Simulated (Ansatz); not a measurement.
Cartesian coordinates (Å):
```xyz
1

F      0.0000     0.0000     0.0000
```
Charge 0, spin multiplicity 2.

Level of theory: frozen-core CCSD(T)/def2-TZVPP in Ansatz (a program for electronic structure).

```yaml
HF energy: -99.41180 Ha
MP2 correlation energy: -0.19779 Ha
```

Question: Estimate the CCSD correlation energy, the (T) correction, the total energy and the T1 diagnostic.

Answer: 
```
Property                       Result
-----------------------  ------------
CCSD correlation energy   -0.20982 Ha
(T) correction            -0.00343 Ha
CCSD(T) total energy     -99.62506 Ha
T1 diagnostic                   0.006
```
